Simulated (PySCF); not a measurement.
Disulfur monoxide, S₂O.
SMILES: `O=S=S`

Computed with PySCF, TDDFT CAM-B3LYP/def2-SVPD, vertical, gas phase, core orbitals frozen in the response. Geometry: PBE0-D3(BJ)/def2-SVP; no solvent, vibrations or thermal averaging.

Each state is given a Gaussian of 0.25 eV full width at half maximum, with ε(max) = 2.175×10⁸ f / Δν̃ (Δν̃ the width in cm⁻¹). The width is an assumption, not a result. The curve ends short of the highest state used, and states not computed would add to its high-energy end.

```tsv
E (eV)	ε (L mol⁻¹ cm⁻¹)
1.89	0
1.99	0
2.08	1
2.17	4
2.27	6
2.36	4
2.46	1
2.55	0
2.64	1
2.74	5
2.83	9
2.92	9
3.02	4
3.11	1
3.20	0
3.30	0
3.39	0
3.49	0
3.58	0
3.67	0
3.77	0
3.86	5
3.95	86
4.05	959
4.14	3949
4.24	8197
4.33	7406
4.42	3262
4.52	565
4.61	55
4.70	3
4.80	0
4.89	0
4.98	0
5.08	0
5.17	0
5.27	0
5.36	0
5.45	0
5.55	0
5.64	0
5.73	0
5.83	0
5.92	0
6.01	2
6.11	20
6.20	94
6.30	230
6.39	241
6.48	123
6.58	25
6.67	8
6.76	37
6.86	186
6.95	443
7.04	549
```

Question: Where are the band maxima, and which computed states make them?

Answer: 547 nm (2.27 eV), ε about 6.5, made up of S1 (100%); 432 nm (2.87 eV), ε about 9.7, made up of S2 (100%); 290 nm (4.27 eV), ε about 8600, made up of S3 (100%); 195 nm (6.35 eV), ε about 260, made up of S4 (100%); 177 nm (7.02 eV), ε about 560, made up of S7 (90%) (ε in L mol⁻¹ cm⁻¹; maxima over ε = 5, shares over 10%). The states used: S1 2.27 eV (f 0.0001); S2 2.87 eV (f 0.0001); S3 4.27 eV (f 0.080); S4 6.35 eV (f 0.0024); S5 6.86 eV (f 0.0001); S6 6.98 eV (f 0.0005); S7 7.03 eV (f 0.0046); S8 7.35 eV (f 0.0005); S9 7.52 eV (f 0.077); S10 7.64 eV (f 0.0011).

Question: What would ε be at 4.27 eV, the highest of these maxima, with half the width (0.125 eV)?

Answer: About 17200 L mol⁻¹ cm⁻¹ against 8580, a factor of about 2.00; a lone state at its own centre would give exactly 2.

Question: Coming from long wavelengths, where does ε first pass 100 L mol⁻¹ cm⁻¹?

Answer: At about 313 nm (3.96 eV), 1.69 eV above S1.

Question: Does any computed singlet lie in the visible range?

Answer: 2 computed singlets (S1 to S2) lie in the visible range (380 to 750 nm), S2 for one at 432 nm, dark in the vertical dipole picture (f under 0.0005); light of that wavelength is violet, and its complementary colour is yellow-green; a Tamm–Dancoff triplet lies at 722 nm, without intensity as long as spin–orbit coupling is left out.

The vertical ionisation energy (ΔSCF) is 10.70 eV, 3.06 eV above S10.
